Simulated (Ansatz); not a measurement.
A basis-limit estimate, worked out

An elementary step of BNH$_{6}$O, closed shell (BNH₄ ([BH2][NH2]) + H₂O → BH₃O ([BH2][OH]) + NH₃ (still joined by a long B–N bond); bonds formed: B1–O6, N2–H5; bonds broken: H5–O6; bonds weakened to dative contacts: B1–N2). “Start” is the structure reached by relaxing down from the saddle towards the reactants; PBE0-D4/def2-TZVP structures. The saddle:

```
atom    x (Å)    y (Å)    z (Å)
  B1  -0.4246  -0.5429   0.1799
  N2  -0.0624   0.9611   0.3888
  H3  -1.5714  -0.7380  -0.1192
  H4   0.0617  -1.2721   1.0090
  H5   0.6008   0.4769  -0.7026
  O6   0.4761  -0.5859  -1.1639
  H7   0.4626   1.2011   1.2168
  H8  -0.7988   1.6364   0.2440
  H9   1.2560  -1.1366  -1.0527
```

Computed with Ansatz 0.2.0 (basis: def2-TZVPP and def2-QZVPP); correlated methods freeze the cores.

Energies in eV:

| quantity | saddle | start |
| --- | --- | --- |
| Hartree–Fock, triple zeta (X = 3) | -4287.04779 | -4288.39292 |
| Hartree–Fock, quadruple zeta (X = 4) | -4287.25284 | -4288.61051 |
| MP2 correlation, X = 3 | -16.76172 | -16.09824 |
| MP2 correlation, X = 4 | -17.93989 | -17.28193 |
| CCSD(T) correlation, X = 3 | -18.01094 | -17.42325 |

(1) Work out the barrier at the basis limit: extrapolate Hartree–Fock as E(X) = E∞ + A exp(−7.88 √X) and the MP2 correlation as E(X) = E∞ + B X^−2.97 (the exponents that Neese and Valeev fitted for def2-TZVPP and QZVPP), then add CCSD(T) − MP2 in triple zeta.

No T1 diagnostic of these runs exceeds 0.013.

## Answers

(1) Each step is linear, so take the differences first (saddle − start): Hartree–Fock 1.34513 (X = 3) and 1.35767 (X = 4); MP2 correlation -0.66348 and -0.65796; CCSD(T) correlation -0.58769.
Two points give E∞ = E(4) + w [E(4) − E(3)], with w = 1/(exp(7.88 (2 − √3)) − 1) = 0.1377 for Hartree–Fock and w = 1/((4/3)^2.97 − 1) = 0.7407 for the correlation.
Hartree–Fock: 1.35767 + 0.1377 × 0.01254 = 1.3594 eV.
MP2 correlation: -0.65796 + 0.7407 × 0.00552 = -0.6539 eV.
CCSD(T) − MP2: -0.58769 − (-0.66348) = 0.0758 eV.
Sum: 1.3594 + (-0.6539) + 0.0758 = 0.7813 eV, or 18.02 kcal/mol. Plain CCSD(T) in triple zeta gives 0.7574 eV, so the larger basis shifts the result by 0.0239 eV.

The step is the kind of ligand exchange by which a precursor binds to a hydroxyl group, or is hydrolysed, in atomic layer deposition of oxides.

Labels in which every atom is bracketed show which atoms are joined, not bond orders.

For scale, one of the runs: CCSD(T)/def2-TZVPP, 177 basis functions, launched by `ansatz run in.yaml --threads 2 --pin off --events-out ev --progress --plain --max-ram 4352MiB`. Time: 28 s of wall clock on 2 CPU threads of an Arm Neoverse V2; the host was shared. Peak host memory: 1.7 GiB.
